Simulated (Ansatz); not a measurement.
# SiH₂ (triplet): one geometry, many settings

What do other methods and options give for SiH₂ (triplet) at this geometry, and how long do they take?

The runs use Ansatz 0.2.0, Gaussian basis; the settings change from run to run.

24 further runs of the same task are left out: 10 that didn't finish, 14 set aside as unsound or not needed.

### 1 What is computed

The geometry is a PBE0/def2-TZVP stationary point (not a proven minimum).

3 atoms, charge 0, spin multiplicity 3.

Atoms are counted from 1 here; the program's logs count them from 0.

Bond lengths: Si1–H2 1.486 Å, Si1–H3 1.486 Å. Angles: H2–Si1–H3 118.7°.

### 2 MRCISD+Q(relaxed)(2,3)/cc-pVDZ

in.yaml reads:

```yaml
crystal:
  periodic: [false, false, false]
  atoms:
    - {symbol: Si, position_ang: [0.000000, -0.050740, 0.000000]}
    - {symbol: H, position_ang: [0.000000, 0.706913, -1.278374]}
    - {symbol: H, position_ang: [0.000000, 0.706912, 1.278374]}
basis:
  gaussian: {orbitals: cc-pVDZ}
magnetization: {spin_polarized: false, initial_magnetization: 2}
correlation: {method: fic_mrcisd_q_relaxed, electrons: outside_noble_gas, active_space: {window: {electrons: 2, orbitals: 3}}}
scf: {lower_state_search: light}
```

The run is started by

```console
> ansatz run in.yaml --threads 1 --pin off --events-out ev --progress --plain --max-ram 2393MiB
```

The log of the run:

```text
Functional definition: HF
  name "HF"
  cite "Fock, Z. Phys. 61, 126 (1930) doi:10.1007/BF01340294"
  parent pbe
  exchange = exact_x
  correlation = 0
271 factors; integrals over basis functions are off by at most 1.2e-3 eV
mean field evaluation 1: about -7890.8958 eV, gradient 7.5e0 eV
mean field evaluation 2: about -7890.8970 eV, gradient 7.5e0 eV
mean field evaluation 4: about -7891.5625 eV, gradient 5.5e-1 eV
mean field evaluation 8: about -7891.5673 eV, gradient 3.9e-4 eV
mean field -7891.56728094 eV, -290.0097484781 hartree, gradient 1.0e-6 eV, S^2 2.000000; 0 other end points of the search recorded, 0 dependent functions left out
reference -7891.56728094 eV, -290.0097484781 hartree; 9, 7 occupied and 19, 21 virtual orbitals, 271 factors
state -7891.56728094 eV, -290.0097484781 hartree
contracted CI cycle   1: correlation 0.00000000 eV, 0.0000000000 hartree, residual 1.14e1 eV
contracted CI cycle   2: correlation -2.46434350 eV, -0.0905629531 hartree, residual 1.63e0 eV
contracted CI cycle   3: correlation -2.53353754 eV, -0.0931057873 hartree, residual 4.71e-1 eV
contracted CI cycle   4: correlation -2.53919504 eV, -0.0933136966 hartree, residual 1.40e-1 eV
contracted CI cycle   5: correlation -2.53972678 eV, -0.0933332376 hartree, residual 4.88e-2 eV
contracted CI cycle   6: correlation -2.53978910 eV, -0.0933355278 hartree, residual 1.79e-2 eV
contracted CI cycle   7: correlation -2.53979565 eV, -0.0933357685 hartree, residual 4.39e-3 eV
contracted CI cycle   8: correlation -2.53979612 eV, -0.0933357858 hartree, residual 1.09e-3 eV
state -7891.56728094 eV, -290.0097484781 hartree; corrected -7894.26564778 eV, -290.1089116303 hartree
WARN: 1 active orbitals are nearly empty or full. The corrections depend on them more than the energy does, and are more stable in an active space without them
Total energy: -7894.26564778 eV, -290.1089116303 hartree
```

It took 0.39 s on 1 thread of Arm Neoverse V2, shared host.

From the report: 4 determinants; active occupations 1.00, 1.00, 0.00. The report marks this result as in doubt.

### 3 CCSD(T) on UHF/def2-mTZVP

in.yaml reads:

```yaml
crystal:
  periodic: [false, false, false]
  atoms:
    - {symbol: Si, position_ang: [0.000000, -0.050740, 0.000000]}
    - {symbol: H, position_ang: [0.000000, 0.706913, -1.278374]}
    - {symbol: H, position_ang: [0.000000, 0.706912, 1.278374]}
basis:
  gaussian: {orbitals: def2-mTZVP}
magnetization: {spin_polarized: true, initial_magnetization: 2}
correlation: {method: ccsd_t, electrons: all}
output: {forces: true}
```

Same command.

The log of the run:

```text
Functional definition: HF
  name "HF"
  cite "Fock, Z. Phys. 61, 126 (1930) doi:10.1007/BF01340294"
  parent pbe
  exchange = exact_x
  correlation = 0
255 factors; integrals over basis functions are off by at most 6.6e-4 eV
mean field evaluation 1: about -7890.9059 eV, gradient 6.5e0 eV
mean field evaluation 2: about -7890.9064 eV, gradient 6.5e0 eV
mean field evaluation 4: about -7891.5398 eV, gradient 6.3e-1 eV
mean field evaluation 8: about -7891.5515 eV, gradient 2.1e-3 eV
mean field evaluation 16: about -7891.5515 eV, gradient 2.2e-6 eV
mean field -7891.55147537 eV, -290.0091676343 hartree, gradient 2.2e-6 eV, S^2 2.005146; 0 other end points of the search recorded, 0 dependent functions left out
reference -7891.55147537 eV, -290.0091676343 hartree; 9, 7 occupied and 19, 21 virtual orbitals, 255 factors
second order -2.39146480 eV of doubles, -0.00000000 eV of singles
cycle   1  -2.72043990 eV  change   -3.3e-1 eV  update   5.0e-2
cycle   2  -2.89500321 eV  change   -1.7e-1 eV  update   2.1e-2
cycle   3  -2.89790547 eV  change   -2.9e-3 eV  update   5.9e-3
cycle   4  -2.90031608 eV  change   -2.4e-3 eV  update   1.9e-3
cycle   5  -2.90008382 eV  change    2.3e-4 eV  update   5.9e-4
cycle   6  -2.90008807 eV  change   -4.2e-6 eV  update   1.4e-4
cycle   7  -2.90013879 eV  change   -5.1e-5 eV  update   3.0e-5
cycle   8  -2.90013869 eV  change    1.0e-7 eV  update   7.2e-6
cycle   9  -2.90013714 eV  change    1.5e-6 eV  update   2.2e-6
perturbative correction -0.06108039 eV, -0.0022446630 hartree
the calculation of the forces begins
Total energy: -7894.51269291 eV, -290.1179903714 hartree
Atom 0 at     0.000000    -0.050740     0.000000 Å, force    -0.000000    -0.075440    -0.000000 eV/Å
Atom 1 at     0.000000     0.706913    -1.278374 Å, force    -0.000000     0.037720    -0.048200 eV/Å
Atom 2 at     0.000000     0.706912     1.278374 Å, force     0.000000     0.037720     0.048200 eV/Å
Dipole moment:     0.000000    -0.037872    -0.000000 e Å
```

Run time: 1.1 s. Hardware: 1 thread of Arm Neoverse V2, shared host.

From the report: ⟨S²⟩ of the determinant 2.005 (pure triplet: 2.00); correlation -2.9612 eV; T1 0.010; largest double amplitude 0.04.

### 4 CASCI(4,4)/6-31++G**

in.yaml reads:

```yaml
crystal:
  periodic: [false, false, false]
  atoms:
    - {symbol: Si, position_ang: [0.000000, -0.050740, 0.000000]}
    - {symbol: H, position_ang: [0.000000, 0.706913, -1.278374]}
    - {symbol: H, position_ang: [0.000000, 0.706912, 1.278374]}
basis:
  gaussian: {orbitals: "6-31++G**"}
magnetization: {spin_polarized: false, initial_magnetization: 2}
correlation: {active_space: {window: {electrons: 4, orbitals: 4}, fixed_orbitals: true}}
```

Same command.

The log of the run:

```text
Functional definition: HF
  name "HF"
  cite "Fock, Z. Phys. 61, 126 (1930) doi:10.1007/BF01340294"
  parent pbe
  exchange = exact_x
  correlation = 0
303 factors; integrals over basis functions are off by at most 1.2e-3 eV
mean field evaluation 1: about -7890.4279 eV, gradient 7.6e0 eV
mean field evaluation 2: about -7890.4309 eV, gradient 7.6e0 eV
mean field evaluation 4: about -7891.1543 eV, gradient 6.1e-1 eV
mean field evaluation 8: about -7891.1593 eV, gradient 5.1e-4 eV
mean field -7891.15934294 eV, -289.9947570330 hartree, gradient 2.6e-6 eV, S^2 2.000000; 0 other end points of the search recorded, 0 dependent functions left out
reference -7891.15934294 eV, -289.9947570330 hartree; 9, 7 occupied and 26, 28 virtual orbitals, 303 factors
state -7891.16026083 eV, -289.9947907649 hartree
Total energy: -7891.16026083 eV, -289.9947907649 hartree
```

It took 0.12 s on 1 thread of Arm Neoverse V2, shared host.

From the report: 8 determinants; active occupations 2.00, 1.00, 1.00, 0.00.

### 5 BCCD(T)/cc-pVDZ

in.yaml reads:

```yaml
crystal:
  periodic: [false, false, false]
  atoms:
    - {symbol: Si, position_ang: [0.000000, -0.050740, 0.000000]}
    - {symbol: H, position_ang: [0.000000, 0.706913, -1.278374]}
    - {symbol: H, position_ang: [0.000000, 0.706912, 1.278374]}
basis:
  gaussian: {orbitals: cc-pVDZ, fitting: {mean_field: def2-universal-jkfit}}
magnetization: {spin_polarized: false, initial_magnetization: 2}
hamiltonian: {xc: {name: PBE}}
correlation: {method: bccd_t, electrons: outside_noble_gas, diis_vectors: 4}
output: {forces: true}
```

The command is unchanged.

The log of the run:

```text
Functional definition: PBE
  name "PBE"
  cite "Perdew, Burke & Ernzerhof, Phys. Rev. Lett. 77, 3865 (1996) doi:10.1103/PhysRevLett.77.3865"
  parent pbe
  parameter kappa = 0.804
  parameter beta = 0.06672455060314922
  exchange = pbe_x(kappa = kappa, mu = beta*pi^2/3)
  correlation = pbe_c(beta = beta)
164 factors; integrals over basis functions are off by at most 3.7e-1 eV
mean field evaluation 1: about -7902.3308 eV, gradient 8.8e0 eV
mean field evaluation 2: about -7902.3311 eV, gradient 8.8e0 eV
mean field evaluation 4: about -7902.7575 eV, gradient 1.2e0 eV
mean field evaluation 8: about -7902.7675 eV, gradient 3.0e-3 eV
mean field -7902.76749199 eV, -290.4213486424 hartree, gradient 7.9e-7 eV, S^2 2.000000; 0 other end points of the search recorded, 0 dependent functions left out
mean field evaluation 16: about -7891.4912 eV, gradient 2.5e0 eV
5 core orbitals not correlated: weight in the atoms' cores, before any rotation towards them, 1.000 or more for the frozen orbitals, at most 0.000 for the correlated occupied ones
reference -7891.29996405 eV, -289.9999247638 hartree; 4, 2 occupied and 19, 21 virtual orbitals, 164 factors
second order -2.11245652 eV of doubles, -0.15586459 eV of singles
cycle   1  -2.67457826 eV  change   -4.1e-1 eV  update   4.5e-2
cycle   2  -2.80251167 eV  change   -1.3e-1 eV  update   1.4e-2
cycle   3  -2.80931391 eV  change   -6.8e-3 eV  update   3.7e-3
cycle   4  -2.80955643 eV  change   -2.4e-4 eV  update   1.3e-3
cycle   5  -2.80919885 eV  change    3.6e-4 eV  update   4.8e-4
cycle   6  -2.80921616 eV  change   -1.7e-5 eV  update   1.4e-4
cycle   7  -2.80922776 eV  change   -1.2e-5 eV  update   5.6e-5
cycle   8  -2.80921412 eV  change    1.4e-5 eV  update   1.7e-5
cycle   9  -2.80920260 eV  change    1.2e-5 eV  update   6.2e-6
cycle  10  -2.80919883 eV  change    3.8e-6 eV  update   2.0e-6
perturbative correction -0.05283877 eV, -0.0019417888 hartree
the calculation of the forces begins
Total energy: -7894.16200165 eV, -290.1051027055 hartree
Atom 0 at     0.000000    -0.050740     0.000000 Å, force    -0.000000    -0.141434    -0.000000 eV/Å
Atom 1 at     0.000000     0.706913    -1.278374 Å, force     0.000000     0.070717    -0.116201 eV/Å
Atom 2 at     0.000000     0.706912     1.278374 Å, force     0.000000     0.070717     0.116201 eV/Å
Dipole moment:     0.000000    -0.021126    -0.000000 e Å
```

Wall time 1.1 s (1 thread of Arm Neoverse V2, shared host).

From the report: correlation -2.8620 eV; largest double amplitude 0.04.

### 6 BCCD(T)/6-31G

in.yaml reads:

```yaml
crystal:
  periodic: [false, false, false]
  atoms:
    - {symbol: Si, position_ang: [0.000000, -0.050740, 0.000000]}
    - {symbol: H, position_ang: [0.000000, 0.706913, -1.278374]}
    - {symbol: H, position_ang: [0.000000, 0.706912, 1.278374]}
basis:
  gaussian: {orbitals: 6-31G}
magnetization: {spin_polarized: false, initial_magnetization: 2}
hamiltonian: {xc: {name: B3LYP}}
correlation: {method: bccd_t, electrons: valence}
output: {forces: true}
```

The command is unchanged.

The log of the run:

```text
Functional definition: B3LYP
  name "B3LYP"
  cite "Stephens, Devlin, Chabalowski & Frisch, J. Phys. Chem. 98, 11623 (1994) doi:10.1021/j100096a001"
  cite "Becke, Phys. Rev. A 38, 3098 (1988) doi:10.1103/PhysRevA.38.3098"
  cite "Lee, Yang & Parr, Phys. Rev. B 37, 785 (1988) doi:10.1103/PhysRevB.37.785"
  cite "Vosko, Wilk & Nusair, Can. J. Phys. 58, 1200 (1980) doi:10.1139/p80-159"
  parameter a0 = 0.2
  parameter ax = 0.72
  parameter ac = 0.81
  exchange = (1 - a0 - ax)*slater_x + ax*b88_x + a0*exact_x
  correlation = (1 - ac)*vwn_rpa_c + ac*lyp_c
204 factors; integrals over basis functions are off by at most 2.0e-4 eV
mean field evaluation 1: about -7906.5517 eV, gradient 3.7e0 eV
mean field evaluation 2: about -7906.5498 eV, gradient 3.7e0 eV
mean field evaluation 4: about -7906.6346 eV, gradient 1.1e-1 eV
mean field evaluation 8: about -7906.6346 eV, gradient 3.7e-4 eV
mean field -7906.63463072 eV, -290.5634633696 hartree, gradient 1.7e-6 eV, S^2 2.000000; 0 other end points of the search recorded, 0 dependent functions left out
mean field evaluation 16: about -7890.3027 eV, gradient 1.9e0 eV
5 core orbitals not correlated: weight in the atoms' cores, before any rotation towards them, 1.000 or more for the frozen orbitals, at most 0.000 for the correlated occupied ones
reference -7890.21912908 eV, -289.9602048112 hartree; 4, 2 occupied and 8, 10 virtual orbitals, 204 factors
second order -0.98846831 eV of doubles, -0.08604761 eV of singles
cycle   1  -1.35836294 eV  change   -2.9e-1 eV  update   4.6e-2
cycle   2  -1.49413030 eV  change   -1.4e-1 eV  update   2.0e-2
cycle   3  -1.49985150 eV  change   -5.7e-3 eV  update   5.9e-3
cycle   4  -1.50032564 eV  change   -4.7e-4 eV  update   1.9e-3
cycle   5  -1.49953302 eV  change    7.9e-4 eV  update   5.1e-4
cycle   6  -1.49958622 eV  change   -5.3e-5 eV  update   1.9e-4
cycle   7  -1.49965222 eV  change   -6.6e-5 eV  update   6.2e-5
cycle   8  -1.49962785 eV  change    2.4e-5 eV  update   1.7e-5
cycle   9  -1.49963809 eV  change   -1.0e-5 eV  update   3.8e-6
cycle  10  -1.49963738 eV  change    7.1e-7 eV  update   1.2e-6
perturbative correction -0.01400180 eV, -0.0005145566 hartree
the calculation of the forces begins
Total energy: -7891.73276827 eV, -290.0158300252 hartree
Atom 0 at     0.000000    -0.050740     0.000000 Å, force     0.000000    -0.510765    -0.000000 eV/Å
Atom 1 at     0.000000     0.706913    -1.278374 Å, force    -0.000000     0.255383    -0.473436 eV/Å
Atom 2 at     0.000000     0.706912     1.278374 Å, force     0.000000     0.255382     0.473436 eV/Å
Dipole moment:    -0.000000    -0.036615    -0.000000 e Å
```

Wall time 0.75 s (1 thread of Arm Neoverse V2, shared host).

From the report: correlation -1.5136 eV; largest double amplitude 0.05.

[end of part 1 of 2]
